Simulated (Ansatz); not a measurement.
Geometry optimisation, UKS PBE0-D4/STO-3G in Ansatz.

Input file:

```yaml
crystal:
  periodic: [false, false, false]
  atoms:
    - { symbol: C, position_ang: [-0.6986, 0.868, -0.0686] }
    - { symbol: O, position_ang: [0.5224, 0.4883, 0.2476] }
    - { symbol: C, position_ang: [0.7225, -0.8479, 0.0799] }
    - { symbol: O, position_ang: [0.0524, -1.6973, -0.2993] }
    - { symbol: H, position_ang: [-1.4638, 0.1839, -0.4461] }
    - { symbol: H, position_ang: [-0.8981, 1.9866, 0.0498] }
    - { symbol: H, position_ang: [1.8244, -1.0497, 0.3911] }
magnetization:
  spin_polarized: true
  initial_magnetization: 1
basis:
  gaussian: { orbitals: STO-3G }
hamiltonian:
  xc: pbe0
  dispersion: d4
relax:
  f_tol: 0.02
  max_steps: 50
output:
  orbitals: {}
```

Run as:

```bash
$ ansatz run input.yaml --threads 1 --pin off --max-ram 2048MiB --backend cpu --events-out ev --progress --plain --runs-dir out
```

Q: Where does it end, and by what steps?

A: The run converged. Limits of this set-up: minimal basis. After 10 steps the energy has fallen by 0.988 eV; C1 moved furthest, 0.14 Å. The start is strongly strained (largest force component 10 eV/Å).

```csv
step,energy less start (eV),largest force component (eV/Å),accepted
0,0.0000,10.489,yes
1,-0.9078,1.513,yes
2,-0.9158,1.172,yes
3,-0.9036,1.513,no
4,-0.9730,0.552,yes
5,-0.9717,0.534,no
6,-0.9845,0.289,yes
7,-0.9859,0.235,yes
8,-0.9878,0.044,yes
9,-0.9879,0.032,yes
10,-0.9879,0.006,yes
```

```xyz
7
Properties=species:S:1:pos:R:3
C -0.777 0.885 0.050
O 0.553 0.518 0.302
C 0.795 -0.873 0.095
O -0.050 -1.690 -0.302
H -1.409 0.183 -0.509
H -0.919 1.968 -0.032
H 1.867 -1.059 0.350
```

Whether the end is a true minimum wasn't checked by a vibrational analysis.

Time of the run: 14 s on 1 thread of Intel(R) Xeon(R) Platinum 8488C (Sapphire Rapids), with other jobs on the host, peak memory 0.13 GiB.
